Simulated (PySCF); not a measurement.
# Cost of response and excited-state runs on `[CH2][CH+]C1CCC1`, [C$_{6}$H$_{10}$]+, doublet, charge +1

Structure with atom numbers: `[CH2:1][CH+:2][CH:3]1[CH2:4][CH2:5][CH2:6]1`; H(Xn) means a hydrogen on atom n. Ha(C4), Ha(C5), Ha(C6) are cis to C2 on the ring; Hb(C4), Hb(C5), Hb(C6) are trans to C2 on the ring.

PySCF with density fitting, on 1 thread of an Arm Neoverse V2, shared host. Command: `OMP_NUM_THREADS=1 python excited_run.py task.json out`

Q: How long does each of these runs take, and how much memory?
- open-shell absorption, B3LYP/def2-SVPD; 10 states; Tamm-Dancoff; IEF-PCM water
- open-shell absorption, B3LYP/def2-SVPD; 10 states; Tamm-Dancoff; writes grids
- open-shell absorption, PBE/6-311G**; 15 states; full response; guess vsap

A: 
| run | level | basis functions | wall time | peak memory (GiB) |
| --- | --- | --- | --- | --- |
| open-shell absorption | B3LYP/def2-SVPD | 200 | 42 s | 0.8 |
| open-shell absorption | B3LYP/def2-SVPD | 200 | 56 s | 0.67 |
| open-shell absorption | PBE/6-311G** | 168 | 66 s | 0.59 |

Times from a shared host are rough.
